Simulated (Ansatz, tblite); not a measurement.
Cost and result up the ladder for H2S3 (5 atoms). The state is a singlet with charge 0. Geometry: r2SCAN-D4/def2-TZVP.

| atom | x (Å) | y (Å) | z (Å) |
| --- | --- | --- | --- |
| S1 | -1.550 | 0.642 | -0.034 |
| S2 | -0.212 | -0.806 | -0.619 |
| S3 | 1.616 | -0.391 | 0.227 |
| H4 | -1.284 | 1.557 | -0.989 |
| H5 | 1.430 | -1.002 | 1.415 |

Ansatz on 4 threads of Intel Xeon on a shared host; xTB runs through tblite on one thread. Times are rough, summed over both states, and most runs start from the orbitals of an earlier one. PBE0-D4/def2-TZVP serves as the yardstick here, not as an exact answer. The other state is a triplet.

The xTB rows come from tblite.

xTB has no spin-polarisation term.

```
              level  functions  vertical triplet (eV)  difference from PBE0-D4/def2-TZVP (eV)
  PBE0-D4/def2-TZVP        123                   3.93                                    0.00
           GFN1-xTB         31                   4.16                                    0.23
r2SCAN-D4/def2-TZVP        123                   3.80                                   -0.13
   PBE-D4/def2-TZVP        123                   3.68                                   -0.24
           GFN2-xTB         29                   3.51                                   -0.42
```

**Question.** Estimate how long each takes.

**Answer.** GFN2-xTB 0.022 s; GFN1-xTB 0.026 s; PBE-D4/def2-TZVP 4.6 s; PBE0-D4/def2-TZVP 13 s; r2SCAN-D4/def2-TZVP 16 s. On shared hardware such times vary by a factor of up to 3.
